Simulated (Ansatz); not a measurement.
**C2H6 (triplet): the correlation ladder at distance C1–H5 along a hydrogen transfer = 1.090 Å, cc-pVDZ**

How much of the correlation energy of C2H6 (triplet) does each wave-function method recover here?

The runs use Ansatz 0.2.0, Gaussian basis; cc-pVDZ, core rule «outside noble gas», up to 2 orbitals frozen.

The runs, in order: UHF; CCSD(T) on ROHF; CCSD(T) on UHF; BCCD(T) on ROHF; CISD; CCSDT(Q) on ROHF; CCSDT(Q) on UHF; CASSCF and MRCISD+Q, 4 electrons in 4 orbitals; CASSCF and NEVPT2, 4 electrons in 4 orbitals; CASSCF and MRCISD+Q, 10 electrons in 10 orbitals; CASSCF and NEVPT4(SD), 10 electrons in 10 orbitals; CASSCF and NEVPT2, 10 electrons in 10 orbitals.

## 1. What is computed

The geometry derives from fragments relaxed apart (PBE0/def2-TZVP) and kept rigid, so it is no stationary point. A hydrogen atom is moved between rigid fragments.

8 atoms, charge 0, spin multiplicity 3.

Atoms are counted from 1 here; the program's logs count them from 0.

Bond lengths: C1–H2 1.090 Å, C1–H3 1.090 Å, C1–H4 1.090 Å, C1–H5 1.090 Å, C6–H7 1.079 Å, C6–H8 1.079 Å. Angles: H2–C1–H3 109.5°, H2–C1–H4 109.5°, H2–C1–H5 109.5°, H3–C1–H4 109.5°, H3–C1–H5 109.5°, H4–C1–H5 109.5°, H7–C6–H8 134.8°.

Coordinates:

```xyz
8

C    -1.2005    0.0000    0.0000
H    -1.5637    1.0273    0.0000
H    -1.5637   -0.5137    0.8897
H    -1.5637   -0.5137   -0.8897
H    -0.1109    0.0000    0.0000
C     1.3135    0.0000    0.0000
H     1.7280    0.0000    0.9962
H     1.7280    0.0000   -0.9962
```

## 2. UHF

The input, in.yaml:

```yaml
crystal:
  periodic: [false, false, false]
  atoms:
    - {symbol: C, position_ang: [-1.200515, 0.000000, 0.000000]}
    - {symbol: H, position_ang: [-1.563721, 1.027300, 0.000000]}
    - {symbol: H, position_ang: [-1.563721, -0.513651, 0.889668]}
    - {symbol: H, position_ang: [-1.563721, -0.513650, -0.889669]}
    - {symbol: H, position_ang: [-0.110898, 0.000000, 0.000000]}
    - {symbol: C, position_ang: [1.313485, 0.000000, 0.000000]}
    - {symbol: H, position_ang: [1.727953, 0.000000, 0.996162]}
    - {symbol: H, position_ang: [1.727953, 0.000000, -0.996161]}
basis:
  gaussian: {orbitals: cc-pVDZ}
magnetization: {spin_polarized: true, initial_magnetization: 2}
hamiltonian: {xc: hf}
output: {orbitals: {seedname: orbitals}}
```

The run is started by

```bash
> ansatz run in.yaml --threads 1 --pin off --events-out ev --progress --plain --max-ram 2816MiB --backend cpu
```

Further steps of the session: CCSD(T) on ROHF; CCSD(T) on UHF; BCCD(T) on ROHF; CISD; CCSDT(Q) on ROHF; CCSDT(Q) on UHF; CASSCF and MRCISD+Q, 4 electrons in 4 orbitals; CASSCF and NEVPT2, 4 electrons in 4 orbitals; CASSCF and MRCISD+Q, 10 electrons in 10 orbitals; CASSCF and NEVPT4(SD), 10 electrons in 10 orbitals; CASSCF and NEVPT2, 10 electrons in 10 orbitals.

Q: Predict the results of all the runs planned. Wanted: UCCSDT(Q) below the RHF energy; RMP2 from UCCSDT(Q); UMP2 from UCCSDT(Q); RCCSD from UCCSDT(Q); RCCSD(T) from UCCSDT(Q); UCCSD(T) from UCCSDT(Q); RCCSDT(Q) from UCCSDT(Q); NEVPT2 pair from UCCSDT(Q); NEVPT2 frontier from UCCSDT(Q).

The runs gave:

| quantity | value |
| --- | --- |
| UCCSDT(Q) below the RHF energy | -8.9090 eV |
| RMP2 from UCCSDT(Q) | +1379.3 meV |
| UMP2 from UCCSDT(Q) | +1384.2 meV |
| RCCSD from UCCSDT(Q) | +221.7 meV |
| RCCSD(T) from UCCSDT(Q) | +32.0 meV |
| UCCSD(T) from UCCSDT(Q) | +32.0 meV |
| RCCSDT(Q) from UCCSDT(Q) | +0.9 meV |
| NEVPT2 pair from UCCSDT(Q) | +1383.0 meV |
| NEVPT2 frontier from UCCSDT(Q) | +1407.2 meV |
| NEVPT4(SD) frontier from UCCSDT(Q) | +136.6 meV |
| levels within 1 kcal/mol (43 meV) | RCCSD(T), UCCSD(T), BCCD(T), RCCSDT, UCCSDT, RCCSDT(Q) |
| T1 diagnostic | 0.019 |

What this shows: RCCSD(T) misses by +32.0 meV, 0.4 % of the correlation energy. Of the multireference levels listed MRCISD+Q frontier comes nearest in total energy (+45.9 meV), which doesn't show that its space is the better one. These misses are within one basis, not against nature; the frozen cores of restricted and unrestricted runs differ, which can shift their rows.
